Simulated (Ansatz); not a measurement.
# How close CCSD(T) comes to the exact answer in a basis

Each species is computed at the geometry given (Å), with frozen cores, in Ansatz 0.2.0: RHF-CCSD(T) for singlets, UHF-CCSD(T) otherwise, and full CI in the same basis. The program picks the determinant by trial CCSD, so it needn't be the lowest Hartree–Fock solution. States: HCAl A'', [H···H···NH] A'', HCSi Π. Cases whose determinant has another symmetry than full CI's state, or whose (Q) step broke down, weren't drawn.

Question: Judging by size, spin and bonding and the diagnostics given, rank them by the size of CCSD(T)'s error in total energy against full CI in the same basis, smallest first (an estimate).
A. HCAl, triplet, 6-31G: Al 0.000 0.034 0.621; C 0.000 -0.125 -1.223; H 0.000 0.587 -2.056. T1 0.045, (T) -60 meV in a correlation energy of -2.77 eV
B. HCSi, doublet, 6-31G: Si 0.000 0.000 1.481; C 0.000 0.000 -0.201; H 0.000 0.000 -1.280. T1 0.082, (T) -113 meV in a correlation energy of -3.73 eV
C. [H···H···NH], triplet, 6-31G: H -2.092 0.059 0.000; H -1.201 0.059 0.000; N 0.203 0.059 0.000; H 0.472 -0.945 0.000. T1 0.018, (T) -29 meV in a correlation energy of -2.80 eV

Answer: C (11.0 meV), A (30.2 meV), B (49.6 meV).

```csv
species,basis,correlated electrons,CCSD(T) − full CI (meV),CCSDT(Q) − full CI (meV),unpaired electrons (full CI),T1,⟨S²⟩ of the determinant
"[H···H···NH], triplet",6-31G,8,11.0,-0.4,2.02,0.018,2.04
"HCAl, triplet",6-31G,8,30.2,0.0,2.11,0.045,2.20
"HCSi, doublet",6-31G,9,49.6,1.2,1.13,0.082,1.15
```

Unpaired electrons are Σ n²(2−n)² over natural occupations; an open shell counts its own unpaired electrons too. Frozen cores follow each run's orbitals, which moves totals by a few meV.
